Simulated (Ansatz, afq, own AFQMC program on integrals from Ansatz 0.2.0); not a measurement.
AFQMC on a folder of integrals that Ansatz 0.2.0 wrote.

```yaml
crystal:
  periodic: [false, false, false]
  atoms:
    - {symbol: Ge, position_ang: [0.000000, 0.000000, 2.125993]}
    - {symbol: Al, position_ang: [0.000000, 0.000000, -0.262451]}
    - {symbol: H, position_ang: [0.000000, 0.000000, -1.863543]}
basis:
  gaussian: {orbitals: cc-pVDZ}
magnetization: {spin_polarized: true, initial_magnetization: 4}
correlation: {method: ccsd_t, electrons: outside_noble_gas, hamiltonian_folder: ham}
```

```sh
$ ansatz run in.yaml --threads 1 --pin off --events-out ev --progress --plain --max-ram 24576MiB --backend cuda --devices 0, --max-vram 18GiB
```

Options of the walk:

```
--method phaseless --trial mp1 --walkers 20 --populations 1 --least-time 40 --time-step 0.005 --steps-per-block 10 --equilibration-blocks 120 --max-blocks 400 --target-error 0.00068 --factor-cut 1e-05 --start spin_pure --seed 1082 --taylor-order 8
```

Times are imaginary, in 1/Eh. The walk had a cap of 60 s. Filled inner d shells are frozen with the cores.

```
orbitals 31  electrons 6 2  factors 231 of 553
reference energy -2317.70566655 Eh
CCSD correlation -0.11820995 Eh in 12 cycles, weight of the determinant in the CISD state 0.8879
energy of the start -2317.796809 Eh
 block  time / (1/Eh)  mean weight  energy / Eh
     1     0.050  0.9978  -2317.798219
     2     0.100  1.0034  -2317.799246
     3     0.150  1.0001  -2317.800305
     4     0.200  1.0011  -2317.801469
     5     0.250  0.9966  -2317.802688
     8     0.400  0.9974  -2317.806338
    14     0.700  1.0008  -2317.811574
    53     2.650  1.0006  -2317.824584
    92     4.600  1.0019  -2317.825033
   131     6.550  1.0004  -2317.833976
   170     8.500  1.0025  -2317.825915
   209    10.450  1.0005  -2317.820823
   248    12.400  1.0041  -2317.825698
   287    14.350  1.0013  -2317.822489
   326    16.300  1.0025  -2317.824909
   365    18.250  1.0009  -2317.823358
   404    20.200  0.9975  -2317.818872
   430    21.500  1.0031  -2317.815477
   443    22.150  1.0014  -2317.821870
   482    24.100  1.0013  -2317.827583
   508    25.400  0.9982  -2317.822543
blocks merged  error / Eh  count
     1  0.000216  400
     2  0.000296  200
     4  0.000401  100
     8  0.000532  50
    16  0.000676  25
    32  0.000791  12
energy -2317.823965 +/- 0.000676 Eh
(rows thinned)
```

Problem. Estimate how long the walk took on 1 × NVIDIA H100 80GB HBM3 with 2 threads of AMD EPYC 7R13 Processor (Zen 3) (shared host) (the card was shared).

Solution. 19 s of wall time.

The run failed at least one of its tests; the cautions name the faults. The second half of the sampling lies above the first by 1.6 errors of their difference, so the energy may still be moving and its error bar be too small.

Against this walk (error 18.4 meV) on the same determinant: CCSD(T) 98.5 meV lower, CCSDT(Q) 136.6 meV lower, CCSDTQ 137.7 meV lower, a separate phaseless walk with a CISD trial and standard settings 123.1 ± 18.5 meV lower. The error is statistical and leaves out the bias of the constraint. CCSDTQ is the surest value here, so the walk's 138 meV above it is most likely the bias of the constraint with this trial, which can have either sign, or comes from the drawn settings.

Cautions: constraint bias not in the error; error not settled; no relativity below Rb; no spin-orbit coupling; inner d shell frozen; another spin lies lower (by 2.92 eV); the sampling time fell short of the least asked; so few walkers bias the energy.

CCSDT and higher add their correlation energy to the determinant of the CCSD(T) run, since their own runs factorise the integrals more tightly (a shift of under 2 meV). A walk keeps the symmetry of its determinant, which the program's search chose and which needn't be the lowest solution, so a lower state of the same spin and another symmetry isn't excluded.
